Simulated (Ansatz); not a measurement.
# Heat of formation of H2S2 (SMILES SS) from total energies

H2S2: 4 atoms, total charge 0, spin state singlet. SMILES: `SS`. The coordinates come from a PBE0-D4/def2-TZVP relaxation.

Total energies at r2SCAN/def2-TZVPP (Ansatz 0.2.0); the atoms run unrestricted:

```tsv
species	state	energy (Eh)
H2S2	singlet	-797.554721
S	triplet	-398.083708
H	doublet	-0.499927
```

Harmonic wavenumbers at PBE0-D4/def2-TZVP, in cm⁻¹: 465, 536, 906, 908, 2662, 2665.

Measured heats of formation of the gaseous atoms at 298.15 K, in kJ/mol: S 277.0, H 218.0. Spin-orbit lowering of the atoms at 298 K (mean of the ground term's levels less their thermal mean, from spectra), in kJ/mol: S 1.88. Take 1 Eh = 2625.50 kJ/mol, 1 cm⁻¹ = 0.0119627 kJ/mol, RT = 2.479 kJ/mol.

**Question.** Work out the heat of formation of the gas at 298 K.

**Answer.** 
1. Electronic atomisation energy: 2 × (-398.083708) + 2 × (-0.499927) − (-797.554721) = 0.387451 Eh = 1017.3 kJ/mol.
2. Zero-point energy: half the sum of the wavenumbers, 4071 cm⁻¹ = 48.7 kJ/mol.
3. Thermal vibrational enthalpy, Σ hcν̃/(exp(hcν̃/kT) − 1): 1.5 kJ/mol. Translation, rotation and pV of a non-linear molecule: 4 RT = 9.9 kJ/mol.
4. The 4 free atoms carry 5/2 RT each: 24.8 kJ/mol.
5. Spin-orbit coupling lowers the free atoms by 2 × 1.88 = 3.8 kJ/mol.
6. Atomisation enthalpy at 298 K: 1017.3 − 3.8 − 48.7 − 1.5 − 9.9 + 24.8 = 978.2 kJ/mol.
7. Sum of the atoms' heats of formation: 990.0 kJ/mol. Heat of formation: 990.0 − 978.2 = +11.8 kJ/mol.

The tabulated value is +15.5 kJ/mol (CRC Handbook of Chemistry and Physics), so this level is off by -3.7 kJ/mol, or 0.4 % of the atomisation enthalpy. Anharmonicity and any spin-orbit splitting of the molecule are left out.
